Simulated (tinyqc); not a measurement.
MP2 on RHF in the sto-3g basis, for OH-, spin multiplicity 1, step by step. The basis has no diffuse functions, so it cannot describe the extra electron: this is an exercise in the method, not the real anion. One step of it, computed by the program tinyqc.

Problem. Iteration 1: building the Fock matrix. J_ij = sum D_kl (ij|kl), K_ij = sum D_kl (ik|jl); F = H + J - 0.5 K; E = tr D H + tr D J / 2 - 0.25 tr D K + E_nn.

D at the start, lower triangle:
```
            1O 1s      1O 2s    1O 2px    1O 2py    1O 2pz     2H 1s
1O 1s    2.077687
1O 2s   -0.301167   1.314177
1O 2px   0.000000   0.000000  2.000000
1O 2py   0.000000   0.000000  0.000000  2.000000
1O 2pz   0.138572  -0.529313  0.000000  0.000000  1.656921
2H 1s   -0.200475   0.498762  0.000000  0.000000  0.269936  0.347032
```

core Hamiltonian H = T + V (hartree), lower triangle:
```
             1O 1s      1O 2s     1O 2px     1O 2py     1O 2pz      2H 1s
1O 1s   -32.235627
1O 2s    -7.497935  -8.848634
1O 2px    0.000000   0.000000  -7.002358
1O 2py    0.000000   0.000000   0.000000  -7.002358
1O 2pz   -0.019548  -0.218691   0.000000   0.000000  -7.161495
2H 1s    -2.200821  -4.180428   0.000000   0.000000  -2.767359  -5.158108
```

Two-electron integrals (ij|kl) in chemists' order, unique and non-zero (hartree):
```
(11|11) 4.785065   (21|11) 0.741380   (21|21) 0.136873   (22|11) 1.118947
(22|21) 0.256633   (22|22) 0.817206   (31|31) 0.024477   (32|31) 0.037809
(32|32) 0.180518   (33|11) 1.115814   (33|21) 0.256684   (33|22) 0.817023
(33|33) 0.880159   (41|41) 0.024477   (42|41) 0.037809   (42|42) 0.180518
(43|43) 0.047444   (44|11) 1.115814   (44|21) 0.256684   (44|22) 0.817023
(44|33) 0.785270   (44|44) 0.880159   (51|51) 0.024477   (52|51) 0.037809
(52|52) 0.180518   (53|53) 0.047444   (54|54) 0.047444   (55|11) 1.115814
(55|21) 0.256684   (55|22) 0.817023   (55|33) 0.785270   (55|44) 0.785270
(55|55) 0.880159   (61|11) 0.220142   (61|21) 0.040239   (61|22) 0.074765
(61|33) 0.074630   (61|44) 0.074630   (61|51) 0.001809   (61|52) 0.003364
(61|55) 0.075044   (61|61) 0.011978   (62|11) 0.480933   (62|21) 0.111445
(62|22) 0.386598   (62|33) 0.380538   (62|44) 0.380538   (62|51) 0.008203
(62|52) 0.059866   (62|55) 0.398372   (62|61) 0.033261   (62|62) 0.217322
(63|31) 0.012306   (63|32) 0.069239   (63|53) 0.012764   (63|63) 0.032866
(64|41) 0.012306   (64|42) 0.069239   (64|54) 0.012764   (64|64) 0.032866
(65|11) 0.322016   (65|21) 0.075670   (65|22) 0.280535   (65|33) 0.267515
(65|44) 0.267515   (65|51) 0.017283   (65|52) 0.111169   (65|55) 0.306274
(65|61) 0.023691   (65|62) 0.191624   (65|65) 0.200244   (66|11) 0.585199
(66|21) 0.137772   (66|22) 0.542069   (66|33) 0.520124   (66|44) 0.520124
(66|51) 0.014420   (66|52) 0.139229   (66|55) 0.585344   (66|61) 0.041585
(66|62) 0.365710   (66|65) 0.369164   (66|66) 0.774606
```

nuclear repulsion = 4.96297501 hartree

Give: Coulomb J; exchange K; Fock matrix F; total energy of this density.

Solution.

Coulomb J (hartree), lower triangle:
```
          1O 1s    1O 2s  1O 2px  1O 2py  1O 2pz   2H 1s
1O 1s   18.0463
1O 2s    3.4309   8.5613
1O 2px   0.0000   0.0000  8.5440
1O 2py   0.0000   0.0000  0.0000  8.5440
1O 2pz  -0.0114  -0.0139  0.0000  0.0000  8.5726
2H 1s    1.0068   3.9951  0.0000  0.0000  2.8746  5.5685
```

exchange K (hartree), lower triangle:
```
         1O 1s    1O 2s  1O 2px  1O 2py  1O 2pz   2H 1s
1O 1s   9.7707
1O 2s   1.7163   2.6736
1O 2px  0.0000   0.0000  2.2816
1O 2py  0.0000   0.0000  0.0000  2.2816
1O 2pz  0.0098  -0.1302  0.0000  0.0000  2.2523
2H 1s   0.5155   1.3882  0.0000  0.0000  0.8781  1.3737
```

Fock matrix F (hartree), lower triangle:
```
           1O 1s    1O 2s  1O 2px  1O 2py   1O 2pz    2H 1s
1O 1s   -19.0747
1O 2s    -4.9252  -1.6242
1O 2px    0.0000   0.0000  0.4009
1O 2py    0.0000   0.0000  0.0000  0.4009
1O 2pz   -0.0359  -0.1675  0.0000  0.0000   0.2850
2H 1s    -1.4518  -0.8794  0.0000  0.0000  -0.3318  -0.2765
```

total energy of this density = -73.754647 hartree
